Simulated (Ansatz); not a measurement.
Process, species as SMILES: [CH3] (CH3) → CH3+ (singlet, bonded as [CH3]) + e-
B3LYP-D3(BJ)/def2-TZVP geometries, fixed; electronic energies without zero-point terms.
Largest species:
```xyz
4

C      0.0000     0.0000     0.0000
H      0.0036     1.0786    -0.0270
H      0.9326    -0.5425     0.0110
H     -0.9362    -0.5361     0.0160
```
Charge 0, spin multiplicity 2.

Basis-set convergence of the adiabatic ionisation energy at PBE with Ansatz (a quantum-chemistry and plane-wave program). Cartesian d functions, on some or all atoms, in 6-31G*, 6-31G**; all else is spherical. The program fits the integrals of some runs and decomposes those of others, by size. Open shells are unrestricted. No added dispersion term, no relativity. Functions are those of the species that has most. Reference: the value in pcseg-4, 10.006 eV.

| basis | functions | adiabatic ionisation energy (eV) |
|---|---|---|
| 3-21G | 15 | [?] |
| 6-31G* | 21 | [?] |
| pcseg-1 | 29 | 9.950 |
| 6-31G** | 30 | [?] |
| def2-SVPD | 44 | 10.018 |
| aug-cc-pVDZ | 50 | [?] |
| pcseg-2 | 72 | 10.004 |
| def2-TZVPPD | 88 | 9.998 |
| pcseg-4 | 284 | 10.006 |

Complete the blanks.


- 3-21G, adiabatic ionisation energy (eV): 9.858
- 6-31G*, adiabatic ionisation energy (eV): 9.823
- 6-31G**, adiabatic ionisation energy (eV): 9.831
- aug-cc-pVDZ, adiabatic ionisation energy (eV): 9.978
